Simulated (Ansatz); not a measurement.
# CH2ClF (chlorofluoromethane): HF/STO-3G

What is the vertical ionisation energy of CH2ClF (chlorofluoromethane) at HF/STO-3G? 

The results are computed with Ansatz 0.2.0.

68 further runs of the same task are left out: 68 set aside as unsound or not needed.

## 1. The system as given

CH2ClF: 5 atoms, total charge 0, spin state singlet. SMILES: `FCCl`. The coordinates come from a PBE0-D4/def2-TZVP relaxation.

Bond lengths: F1–C2 1.355 Å, C2–Cl3 1.766 Å, C2–H4 1.089 Å, C2–H5 1.089 Å. Angles: F1–C2–Cl3 110.5°, F1–C2–H4 109.3°, F1–C2–H5 109.3°, Cl3–C2–H4 107.8°, Cl3–C2–H5 107.8°, H4–C2–H5 112.3°.

## 2. The energy at HF/STO-3G

Input file in.yaml:

```yaml
crystal:
  periodic: [false, false, false]
  atoms:
    - {symbol: F, position_ang: [-0.970450, 0.560520, 0.766500]}
    - {symbol: C, position_ang: [0.083560, 0.089320, 0.058070]}
    - {symbol: Cl, position_ang: [-0.422970, -1.232890, -0.998060]}
    - {symbol: H, position_ang: [0.832130, -0.302600, 0.745580]}
    - {symbol: H, position_ang: [0.477720, 0.885670, -0.572080]}
basis:
  gaussian:
    orbitals: STO-3G
hamiltonian:
  xc: hf
accuracy: high
output: {orbitals: {seedname: orbitals}}
```

Run with:

```bash
$ ansatz run in.yaml --threads 1 --pin off --max-ram 3480MiB --events-out events.jsonl --progress --plain --runs-dir runs
```

Log:

```text
Warning: RAYON_NUM_THREADS=1 ignored (pool sized by the plan → 1); use --threads N
Functional definition: HF
  name "HF"
  exchange = exact_x
  correlation = 0
375 factors; integrals over basis functions are off by at most 3.5e-8 eV
mean field evaluation 1: about -16083.3495 eV, gradient 2.8e1 eV
mean field evaluation 2: about -16083.4818 eV, gradient 2.8e1 eV
mean field evaluation 4: about -16086.5239 eV, gradient 1.6e0 eV
mean field evaluation 8: about -16086.5364 eV, gradient 3.7e-4 eV
mean field -16086.53644884 eV, -591.1693106488 hartree, gradient 1.1e-8 eV, S^2 0.000000; 0 other end points of the search recorded, 0 dependent functions left out
reference -16086.53644884 eV, -591.1693106488 hartree; 17, 17 occupied and 4, 4 virtual orbitals, 375 factors
Total energy: -16086.53644884 eV, -591.1693106488 hartree
```

Wall time 0.1 s (1 thread of Arm Neoverse V2, shared host).

## 3. The doublet cation at the same level

Input file molecule.yaml:

```yaml
crystal:
  periodic: [false, false, false]
  atoms:
    - {symbol: F, position_ang: [-0.970450, 0.560520, 0.766500]}
    - {symbol: C, position_ang: [0.083560, 0.089320, 0.058070]}
    - {symbol: Cl, position_ang: [-0.422970, -1.232890, -0.998060]}
    - {symbol: H, position_ang: [0.832130, -0.302600, 0.745580]}
    - {symbol: H, position_ang: [0.477720, 0.885670, -0.572080]}
basis:
  gaussian:
    orbitals: STO-3G
total_charge: 1
magnetization:
  spin_polarized: true
  initial_magnetization: 1
hamiltonian:
  xc: hf
accuracy: high
output: {orbitals: {seedname: orbitals}}
```

Run with:

```bash
$ ansatz run molecule.yaml --threads 1 --pin off --max-ram 3480MiB --events-out events.jsonl --progress --plain --runs-dir runs
```

Log:

```text
Warning: RAYON_NUM_THREADS=1 ignored (pool sized by the plan → 1); use --threads N
[... 4 set-up lines as earlier in the session ...]
375 factors; integrals over basis functions are off by at most 3.5e-8 eV
mean field evaluation 1: about -16071.1468 eV, gradient 2.4e1 eV
mean field evaluation 2: about -16071.2613 eV, gradient 2.4e1 eV
mean field evaluation 4: about -16075.9154 eV, gradient 2.6e0 eV
mean field evaluation 8: about -16076.6191 eV, gradient 5.3e-1 eV
mean field evaluation 16: about -16076.6161 eV, gradient 1.4e-8 eV
mean field evaluation 32: about -16076.3846 eV, gradient 1.5e0 eV
mean field evaluation 64: about -16076.4332 eV, gradient 1.3e-1 eV
mean field evaluation 96: about -16074.6339 eV, gradient 1.1e0 eV
mean field -16076.61605041 eV, -590.8047427309 hartree, gradient 1.4e-8 eV, S^2 0.752868; 4 other end points of the search recorded, 0 dependent functions left out
reference -16076.61605041 eV, -590.8047427309 hartree; 17, 16 occupied and 4, 5 virtual orbitals, 375 factors
Total energy: -16076.61605041 eV, -590.8047427309 hartree
```

It took 0.3 s on 1 thread of Arm Neoverse V2, shared host.

## 4. What came out

At HF/STO-3G:

| quantity | value |
| --- | --- |
| singlet CH2ClF: total energy | -591.16931 Eh |
| singlet CH2ClF: HOMO energy | -10.63 eV |
| singlet CH2ClF: LUMO energy | 9.94 eV |
| singlet CH2ClF: HOMO–LUMO gap | 20.57 eV |
| doublet cation: total energy | -590.80474 Eh |
| doublet cation: HOMO energy (highest over α and β) | -19.94 eV |
| doublet cation: LUMO energy (lowest over α and β) | -9.12 eV |
| doublet cation: ⟨S²⟩ | 0.753 |
| vertical ionisation energy (to the doublet cation) | 9.920 eV |

What this shows: Removing an electron at fixed nuclei costs 9.92 eV (229 kcal/mol). The negative HOMO energy of the first species, 10.63 eV, lies 0.71 eV above that difference. In a minimal basis such a difference can be off by several eV, whatever the method.
